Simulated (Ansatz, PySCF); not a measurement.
Breaking a bond: CH6Si, SMILES C[SiH3]. The C1–H8 bond (C1 also carries H, H, Si; H8 carries nothing else) is stretched with both fragments frozen at the PBE0/def2-TZVP optimised geometry.

- UHF/cc-pVTZ (Ansatz, a first-principles code)
- RHF/cc-pVTZ (Ansatz)
- UKS-PBE = unrestricted PBE/cc-pVTZ run with Ansatz
- RKS-PBE = restricted PBE/cc-pVTZ run with Ansatz
- UKS-PBE0 = unrestricted PBE0/cc-pVTZ in Ansatz
- RKS-PBE0 = restricted PBE0/cc-pVTZ (Ansatz)
- UKS-B3LYP/6-31G* = unrestricted B3LYP/6-31G*, spherical d (PySCF 2.14.0)
- RKS-B3LYP/6-31G* = restricted B3LYP/6-31G*, spherical d (PySCF)
- UKS-LDA (SVWN5)/6-31G* = unrestricted LDA (SVWN5)/6-31G*, spherical d (PySCF 2.14.0)
- RKS-LDA (SVWN5)/6-31G* = restricted LDA (SVWN5)/6-31G*, spherical d (PySCF 2.14.0)
- UKS-BP86/6-31G* = unrestricted BP86/6-31G*, spherical d in PySCF 2.14.0
- RKS-BP86/6-31G* = restricted BP86/6-31G*, spherical d in PySCF

Scanned distances (Å): 0.83, 0.86, 0.92, 0.98, 1.03, 1.04, 1.09, 1.10, 1.17, 1.18, 1.26, 1.34, 1.47, 1.64, 1.83, 1.95, 2.18, 2.41, 2.65, 2.96, 3.29, 3.76.

### Question
Where does the unrestricted solution first break spin symmetry (<S²> of 0.01 or more)?

### Answer
UHF: between 1.64 and 1.83 Å; UKS-PBE: between 2.18 and 2.41 Å; UKS-PBE0: between 1.95 and 2.18 Å; UKS-B3LYP/6-31G*: between 1.95 and 2.18 Å; UKS-LDA (SVWN5)/6-31G*: between 2.18 and 2.41 Å; UKS-BP86/6-31G*: between 2.18 and 2.41 Å.

```csv
R / Å,<S²> UHF,E(RHF) − E(UHF) / kJ/mol,<S²> UKS-PBE,E(RKS-PBE) − E(UKS-PBE) / kJ/mol,<S²> UKS-PBE0,E(RKS-PBE0) − E(UKS-PBE0) / kJ/mol,<S²> UKS-B3LYP/6-31G*,E(RKS-B3LYP/6-31G*) − E(UKS-B3LYP/6-31G*) / kJ/mol,<S²> UKS-LDA (SVWN5)/6-31G*,E(RKS-LDA (SVWN5)/6-31G*) − E(UKS-LDA (SVWN5)/6-31G*) / kJ/mol,<S²> UKS-BP86/6-31G*,E(RKS-BP86/6-31G*) − E(UKS-BP86/6-31G*) / kJ/mol
0.83,0.00,0.0,0.00,0.0,0.00,0.0,0.00,0.0,0.00,0.0,0.00,0.0
0.86,0.00,0.0,0.00,0.0,0.00,0.0,0.00,0.0,0.00,0.0,0.00,0.0
0.92,0.00,0.0,0.00,0.0,0.00,0.0,0.00,0.0,0.00,0.0,0.00,0.0
0.98,0.00,0.0,0.00,0.0,0.00,0.0,0.00,0.0,0.00,0.0,0.00,0.0
1.03,0.00,0.0,0.00,0.0,0.00,0.0,0.00,0.0,0.00,0.0,0.00,0.0
1.04,0.00,0.0,0.00,0.0,0.00,0.0,0.00,0.0,0.00,0.0,0.00,0.0
1.09,0.00,0.0,0.00,0.0,0.00,0.0,0.00,0.0,0.00,0.0,0.00,0.0
1.10,0.00,0.0,0.00,0.0,0.00,0.0,0.00,0.0,0.00,0.0,0.00,0.0
1.17,0.00,0.0,0.00,0.0,0.00,0.0,0.00,0.0,0.00,0.0,0.00,0.0
1.18,0.00,0.0,0.00,0.0,0.00,0.0,0.00,0.0,0.00,0.0,0.00,0.0
1.26,0.00,0.0,0.00,0.0,0.00,0.0,0.00,0.0,0.00,0.0,0.00,0.0
1.34,0.00,0.0,0.00,0.0,0.00,0.0,0.00,0.0,0.00,0.0,0.00,0.0
1.47,0.00,0.0,0.00,0.0,0.00,0.0,0.00,0.0,0.00,0.0,0.00,0.0
1.64,0.00,0.0,0.00,0.0,0.00,0.0,0.00,0.0,0.00,0.0,0.00,0.0
1.83,0.41,18.9,0.00,0.0,0.00,0.0,0.00,0.0,0.00,0.0,0.00,0.0
1.95,0.59,46.0,0.00,0.0,0.00,0.0,0.00,0.0,0.00,0.0,0.00,0.0
2.18,0.80,109.7,0.00,0.0,0.43,11.5,0.32,7.0,0.00,0.0,0.00,0.0
2.41,0.90,175.3,0.52,11.8,0.71,42.7,0.63,31.4,0.22,1.6,0.43,8.3
2.65,0.95,238.3,0.77,35.8,0.87,80.2,0.81,63.4,0.58,16.2,0.72,29.4
2.96,0.99,308.3,0.92,68.2,0.95,124.9,0.93,103.5,0.82,42.3,0.89,59.7
3.29,1.00,369.0,0.97,96.6,0.98,163.0,0.97,139.3,0.93,68.9,0.96,87.5
3.76,1.01,435.3,1.00,124.1,1.00,201.3,1.00,176.6,0.99,97.8,0.99,115.8
```
